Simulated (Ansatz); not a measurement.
Anatase TiO2 (metastable phase), treated with r²SCAN (Ansatz, a first-principles code, PAW).

Numerical settings: plane-wave cutoff 560 eV, 12×12×12 k mesh, Fermi–Dirac smearing 0.01 eV, no spin polarisation, scalar-relativistic PAW data made under PBE.

Results at a series of volumes:

| V (Å³/atom) | E − E_lowest (meV/atom) | P (GPa) |
|---|---|---|
| 10.942 | 11.33 | 8.13 |
| 11.170 | 2.78 | 3.94 |
| 11.398 | 0.00 | 0.01 |
| 11.625 | 2.63 | -3.66 |
| 11.853 | 10.28 | -7.05 |

**Question.** Fit the third-order Birch–Murnaghan equation and give B0 and B′.

**Answer.** V0 = 11.398 Å³/atom, B0 = 190 GPa, B′ = 2.5 (fit to the energies at full precision).

Shape and atoms are relaxed at each volume.

Note: the bulk modulus comes from volumes at which shape and atoms were relaxed.
